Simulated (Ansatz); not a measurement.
in.yaml

```yaml
crystal:
  periodic: [false, false, false]
  atoms:
    - {symbol: Al, position_ang: [0.000000, 0.000000, 0.008471]}
    - {symbol: O, position_ang: [0.000000, 0.000000, -1.585277]}
    - {symbol: H, position_ang: [0.000000, 0.000000, 1.576806]}
basis:
  gaussian: {orbitals: 6-31G}
magnetization: {spin_polarized: true, initial_magnetization: 2}
correlation: {method: mp2, electrons: all}
output: {forces: true}
```

```sh
$ ansatz run in.yaml --threads 1 --pin off --events-out ev --progress --plain --max-ram 2393MiB
```

The program prints:

```
248 factors; integrals over basis functions are off by at most 1.1e-4 eV
mean field evaluation 1: about -8623.9700 eV, gradient 2.7e1 eV
mean field evaluation 2: about -8623.9815 eV, gradient 2.7e1 eV
mean field evaluation 4: about -8629.0050 eV, gradient 4.4e0 eV
mean field evaluation 8: about -8629.5021 eV, gradient 1.2e-1 eV
mean field evaluation 16: about -8629.5793 eV, gradient 5.7e-1 eV
mean field evaluation 32: about -8629.4925 eV, gradient 1.3e-2 eV
mean field evaluation 64: about -8630.0055 eV, gradient 2.3e-6 eV
mean field evaluation 96: about -8630.3667 eV, gradient 7.4e-2 eV
mean field evaluation 128: about -8630.0055 eV, gradient 2.4e-6 eV
mean field evaluation 160: about -8630.3033 eV, gradient 1.7e0 eV
mean field evaluation 192: about -8630.3990 eV, gradient 7.2e-2 eV
mean field evaluation 224: about -8630.3649 eV, gradient 1.0e-2 eV
mean field evaluation 256: about -8630.3649 eV, gradient 5.2e-2 eV
mean field evaluation 288: about -8629.5024 eV, gradient 4.7e-6 eV
mean field -8630.40074981 eV, -317.1613776599 hartree, gradient 2.8e-6 eV, S^2 2.022512; 24 other end points of the search recorded, 0 dependent functions left out
reference -8630.40074981 eV, -317.1613776599 hartree; 12, 10 occupied and 12, 14 virtual orbitals, 248 factors
second order -3.18495937 eV of doubles, -0.00000000 eV of singles
the calculation of the forces begins
WARN: the results are in doubt because the forces break the atoms' symmetry
Total energy: -8633.58570918 eV, -317.2784227578 hartree
Atom 0 at     0.000000     0.000000     0.008471 Å, force    -2.470846    -0.000000     7.313231 eV/Å
Atom 1 at     0.000000     0.000000    -1.585277 Å, force     1.225494     0.000000    -9.086494 eV/Å
Atom 2 at     0.000000     0.000000     1.576806 Å, force     1.245352    -0.000000     1.773263 eV/Å
Dipole moment:     0.471305    -0.000000     0.359132 e Å
In doubt: the forces break the atoms' symmetry
```

Ran on 1 thread of AMD EPYC 7R43, shared host: 1.2 s wall, 0.07 GiB peak host memory.
